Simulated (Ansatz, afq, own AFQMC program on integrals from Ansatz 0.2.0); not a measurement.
Integrals from Ansatz 0.2.0, then the random walk in our own AFQMC program (afq).

```yaml
crystal:
  periodic: [false, false, false]
  atoms:
    - {symbol: Be, position_ang: [0.000000, 0.000000, 1.169583]}
    - {symbol: Be, position_ang: [0.000000, 0.000000, -1.169583]}
    - {symbol: H, position_ang: [0.000000, 0.000000, 2.666676]}
    - {symbol: H, position_ang: [0.000000, 0.000000, -2.666676]}
basis:
  gaussian: {orbitals: cc-pVDZ}
magnetization: {spin_polarized: false}
correlation: {method: ccsd_t, electrons: outside_noble_gas, hamiltonian_folder: ham}
```

```sh
$ ansatz run in.yaml --threads 1 --pin off --events-out ev --progress --plain --max-ram 1382MiB
```

afq runs on the folder ham with

```
--method free --trial cisd --walkers 80 --time-step 0.03 --max-blocks 80 --target-error 0.00029 --factor-cut 1e-05 --seed 138 --times 0,0.3,0.6,1.2,1.8,2.4,3.6,4.8,6 --taylor-order 8
```

Times are imaginary, in 1/Eh. The walk had a cap of 490 s.

Log:

```
orbitals 36  electrons 3 3  factors 259 of 344
reference energy -30.36688055 Eh
CCSD correlation -0.10591710 Eh in 10 cycles, weight of the determinant in the CISD state 0.9128
repeat  energy at the last time / Eh  error
    10  -30.475260  0.000596
    20  -30.475009  0.000333
    30  -30.474987  0.000248
time / (1/Eh)  energy / Eh  error  mean overlap
  0.00  -30.472773  0.000072  1.0941
  0.30  -30.473557  0.000078  1.1023
  0.60  -30.474080  0.000090  1.0997
  1.20  -30.474426  0.000113  1.1187
  1.80  -30.474705  0.000116  1.1032
  2.40  -30.474920  0.000151  1.1044
  3.60  -30.474659  0.000139  1.1314
  4.80  -30.475079  0.000188  1.1324
  6.00  -30.474963  0.000242  1.1362
energy -30.474963 +/- 0.000242 Eh
```

The run passed its tests (error under three times the target), which doesn't prove that it has relaxed.

Against this walk (error 6.6 meV) on the same determinant: CCSD(T) 17.1 meV higher, CCSDT(Q) 0.6 meV higher (within the noise), full CI 0.1 meV higher (within the noise). The error is statistical, and a free projection of finite length keeps a remainder of its start.

Cautions: remainder of the start not in the error.

The walk took 44 s on 1 thread of Arm Neoverse V2, with other jobs on the host. The log's last line is the free-projection energy.

CCSDT and higher add their correlation energy to the determinant of the CCSD(T) run, since their own runs factorise the integrals more tightly (a shift of under 2 meV). A walk keeps the symmetry of its determinant, which the program's search chose and which needn't be the lowest solution, so a lower state of the same spin and another symmetry isn't excluded.
